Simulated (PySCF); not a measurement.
Worked example: SnH$_{2}$, triplet against SnH$_{2}$⁻, doublet

Geometry (PBE0/def2-TZVPD stationary point of a doublet), kept for both states (SnH2⁻, doublet: A''; SnH2, triplet: A''):

```json
{"atom": "Sn", "x (Å)": "0.0000", "y (Å)": "-0.0211", "z (Å)": "0.0000"}
{"atom": "H", "x (Å)": "0.0000", "y (Å)": "1.2419", "z (Å)": "-1.2881"}
{"atom": "H", "x (Å)": "0.0000", "y (Å)": "1.2419", "z (Å)": "1.2881"}
```

Basis def2-SVPD with its core potentials; PySCF 2.14.0. Only valence electrons are correlated (noble-gas cores and the filled d shells of p-block atoms frozen). R marks a restricted (for open shells ROHF) determinant. No spin–orbit coupling is included; scalar relativity enters through the core potentials alone.

Full CI isn't at hand for all of this; RCCSDT serves as the reference. It lacks quadruple excitations.

The highest occupied Kohn–Sham level of the anion is positive, up to +1.77 eV, so in those functionals the extra electron is held by the basis alone, which enters their differences from the reference.

```json
{"level": "RCCSD(T)", "E(SnH2⁻, doublet) (hartree)": "-214.606797", "E(SnH2, triplet) (hartree)": "-214.522845"}
{"level": "PBE", "E(SnH2⁻, doublet) (hartree)": "-215.477700", "E(SnH2, triplet) (hartree)": "-215.384865"}
{"level": "PBE0", "E(SnH2⁻, doublet) (hartree)": "-215.489704", "E(SnH2, triplet) (hartree)": "-215.396574"}
{"level": "RCCSDT", "E(SnH2⁻, doublet) (hartree)": "-214.607554", "E(SnH2, triplet) (hartree)": "-214.523625"}
```

**Question.** Give the vertical gap, SnH2 triplet less SnH2⁻ doublet, at each level in eV (1 hartree = 27.2114 eV), and each error against RCCSDT.

**Answer.** RCCSDT: (-214.523625 − (-214.607554)) × 27.2114 = 2.284 eV (the reference)
PBE0: (-215.396574 − (-215.489704)) × 27.2114 = 2.534 eV, error 0.250 eV
PBE: (-215.384865 − (-215.477700)) × 27.2114 = 2.526 eV, error 0.242 eV
RCCSD(T): (-214.522845 − (-214.606797)) × 27.2114 = 2.284 eV, error 0.000 eV

Total energies of functionals can't be set beside those of wave-function methods, since they hold the core's correlation and their own absolute errors; only the differences compare.

In so small a basis the reference is far from its limit while semilocal and hybrid functionals are nearer theirs, so the functionals' errors here hold much of the reference's basis and frozen-core error, which can add to them or hide them.

Each level lands on the state that its own search finds. T1 diagnostics of restricted CCSD: 0.021 and 0.025.
